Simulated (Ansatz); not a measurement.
C6H8 can be A, `C=CCC#CC`, or B, `C1=C[C@H]2C[C@H]2C1`.

Program: Ansatz. Geometries: PBE0-D4/def2-TZVP. ΔE: electronic, gas phase. CCSD(T)/CBS adds triple-zeta CCSD(T) − MP2 to the extrapolated MP2 energy (def2 sets, frozen cores). DFT in def2-TZVPP. B3LYP here is the variant with VWN-RPA as its local correlation; programs differ in this. One conformer a species, not always the lowest.

Problem. Which isomer does CCSD(T)/CBS put lower? Give the gap. (Best estimate.)

Solution. Computed: B, by 20.9 kcal/mol.

Problem. Give E(B) − E(A) in kcal/mol with B3LYP, r2SCAN-D4, ωB97M-V, HF/def2-TZVPP, B2PLYP, B3LYP-D4, CCSD(T)/def2-TZVPP. (Best estimate.)

Solution. The calculation gave: B3LYP -14.2, r2SCAN-D4 -23.9, ωB97M-V -23.1, HF/def2-TZVPP -12.5, B2PLYP -16.8, B3LYP-D4 -16.9, CCSD(T)/def2-TZVPP -21.2. None reverses the order clearly.

Largest T1 diagnostic: 0.011.

The D4 term adds −2.6 kcal/mol with B3LYP and −1.3 kcal/mol with PBE0; it sums over pairs of atoms, weighted by their polarisabilities, and B3LYP, whose exchange is more repulsive, gets the larger term. From PBE to PBE0 (25 % exact exchange), in def2-TZVPP and without D4, E(B) − E(A) moves by −3.9 kcal/mol.
